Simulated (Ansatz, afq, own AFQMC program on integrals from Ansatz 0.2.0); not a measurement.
**BNH, doublet: energetics from AFQMC and coupled cluster**

```
atom   x (Å)   y (Å)    z (Å)
   B  0.0000  0.0000   0.0439
   N  0.0000  0.0000  -1.2617
   H  0.0000  0.0000   1.2178
```

Geometry: a PBE0/def2-TZVP stationary point, not shown to be a minimum. Basis cc-pVDZ. Noble-gas cores (and the filled d shells of Ga–Kr and In–Xe) are frozen. AFQMC by an in-house program on the Cholesky factors that Ansatz 0.2.0 writes for its CCSD(T) run. ph-AFQMC/CISD is guided by a CISD state made of CCSD amplitudes; releasing the constraint for a short imaginary time cuts its bias at the price of noise, slowly where states lie close. ± is one standard error of the sampling.

Best estimates are CCSD(T) at the basis-set limit (def2-TZVPP/QZVPP) plus the step from CCSD(T) to the highest rung at hand in cc-pVDZ, named in the table (released AFQMC can keep some 10 meV of bias). No zero-point, core-correlation or spin–orbit terms. Other levels are in cc-pVDZ, the functionals in def2-TZVP; a dash marks a level that is missing or breaks spin symmetry for a member.

Cautions: BNH (doublet): its ph-AFQMC/CISD value lies 22 ± 5 meV above CCSDTQ.

```json
{"process": "to charge +1, triplet (vertical)", "best estimate (kcal/mol)": "264.1", "highest rung": "CCSDTQ"}
{"process": "to free atoms", "best estimate (kcal/mol)": "215.6", "highest rung": "CCSDTQ"}
```

Errors against the best estimates in kcal/mol, the processes numbered in the order above:

| level | error, 1 | error, 2 |
| --- | --- | --- |
| MP2 | -9.6 | -19.7 |
| CCSD(T) | -9.3 | -24.1 |
| ph-AFQMC/CISD | -9.1 ± 0.1 | -23.8 ± 0.1 |
| CCSD(T)/CBS | -0.4 | -0.7 |
| PBE | 2.0 | 14.8 |
| r2SCAN | -0.8 | 5.3 |
| PBE0 | -3.5 | 4.9 |
| B3LYP | 0.1 | 8.6 |
| wB97M-V | -4.9 | 6.8 |
| B2PLYP | -2.5 | 3.8 |

Cost at the first geometry (cards were shared with other jobs): PBE0/cc-pVDZ, 0.45 s on 1 thread of AMD EPYC 7R13 Processor (Zen 3), on a shared host; UCCSD(T)/cc-pVDZ, 7 s on 1 × NVIDIA H100 80GB HBM3 with 1 thread of AMD EPYC 7R13 Processor (Zen 3), on a shared host; CCSD(T)/def2-QZVPP, 8 s on 1 × NVIDIA H100 80GB HBM3 with 1 thread of AMD EPYC 7R13 Processor (Zen 3), with other jobs on the host; CCSDT(Q), 7.5 s on 1 × NVIDIA H100 80GB HBM3 with 1 thread of AMD EPYC 7R13 Processor (Zen 3), on a shared host; ph-AFQMC/CISD with release, 29 s on 1 × NVIDIA H100 80GB HBM3 with 2 threads of AMD EPYC 7R13 Processor (Zen 3), on a shared host.

Best estimates are given only where the step beyond CCSD(T) is under 0.3 eV and no member's determinant is very poor (T1 over 0.05, or 0.07 for open shells, ⟨S²⟩ too high by 0.3, two states mixed), so the hardest cases are missing from such tables.

The functionals ran in a triple-zeta set and keep a basis error of their own, a few kJ/mol for each bond in atomization energies and more for double hybrids, so close places among them and the extrapolated levels can swap.

CCSDT and higher add their correlation energy to the determinant of the CCSD(T) run, since their own runs factorise the integrals more tightly (a shift of under 2 meV). Each member of a difference takes its own highest rung, so a best estimate needn't equal the limit plus the step of one row. A walk keeps the symmetry of its determinant, which the program's search chose and which needn't be the lowest solution, so a lower state of the same spin and another symmetry isn't excluded.
